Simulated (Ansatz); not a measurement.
Geometry optimisation, Ansatz, RKS PBE-D4/6-31G.

Input file:

```yaml
crystal:
  periodic: [false, false, false]
  atoms:
    - { symbol: O, position_ang: [-0.7342, -0.6191, 1.9962] }
    - { symbol: C, position_ang: [-0.7809, -0.0542, 0.6606] }
    - { symbol: C, position_ang: [0.59, -0.2076, 0.0707] }
    - { symbol: C, position_ang: [0.7917, 0.1873, -1.3871] }
    - { symbol: Cl, position_ang: [0.3777, 1.8946, -1.6654] }
    - { symbol: H, position_ang: [-1.6698, -0.3983, 2.3495] }
    - { symbol: H, position_ang: [0.02448, -1.25498, 1.98336] }
    - { symbol: H, position_ang: [-1.0385, 1.0167, 0.7014] }
    - { symbol: H, position_ang: [0.9412, -1.2375, 0.2396] }
    - { symbol: H, position_ang: [1.3359, 0.3765, 0.7059] }
    - { symbol: H, position_ang: [0.002, -0.4006, -1.9676] }
    - { symbol: H, position_ang: [1.746, -0.0082, -1.7429] }
basis:
  gaussian: { orbitals: "6-31G" }
hamiltonian:
  xc: pbe
  dispersion: d4
relax:
  f_tol: 0.02
  max_steps: 50
```

Launched with:

```bash
$ ansatz run input.yaml --threads 1 --pin off --max-ram 2048MiB --backend cpu --events-out ev --progress --plain --runs-dir out
```

Where does it end, and by what steps?

The forces met the threshold. The force dipped under the threshold on the way, but the program's further checks kept it going. Limits of this set-up: no polarisation functions. After 27 steps the energy has fallen by 5.683 eV; H6 moved furthest, 1.87 Å. Parted: O1–H6 (1.02 → 2.14 Å). Joined: C2–H6 (1.94 → 1.11 Å).

```tsv
step	energy less start (eV)	largest force component (eV/Å)	accepted
0	0.0000	4.793	yes
1	-0.8948	2.407	yes
2	-1.4187	1.254	yes
3	-1.6418	1.154	yes
4	-1.7355	0.487	yes
5	-1.5213	1.184	no
6	-1.7786	0.427	yes
7	-1.7895	0.161	yes
8	-1.7927	0.136	yes
9	-1.7952	0.101	yes
10	-1.7974	0.176	yes
11	-1.8001	0.159	yes
12	-1.8056	0.131	yes
13	-1.8191	0.264	yes
14	-1.9057	0.610	yes
15	-2.2088	1.689	yes
16	-2.7451	1.979	yes
17	-3.5209	2.281	yes
18	-4.1102	3.249	yes
19	-5.0713	2.265	yes
20	-5.4740	1.847	yes
21	-5.5903	0.754	yes
22	-5.6171	1.187	yes
23	-5.6477	0.429	yes
24	-5.6729	0.236	yes
25	-5.6814	0.047	yes
26	-5.6822	0.018	yes
27	-5.6825	0.019	yes
```

```xyz
12
Properties=species:S:1:pos:R:3
O -0.492 -0.252 2.387
C -0.629 0.014 0.958
C 0.691 -0.210 0.206
C 0.609 0.064 -1.288
Cl 0.251 1.899 -1.633
H -1.436 -0.600 0.503
H -0.300 -1.215 2.514
H -0.930 1.069 0.893
H 1.002 -1.271 0.319
H 1.480 0.408 0.670
H -0.215 -0.476 -1.778
H 1.555 -0.136 -1.808
```

The run took 99 s on 1 thread of Arm Neoverse V1, on a shared host, peak memory 0.14 GiB.
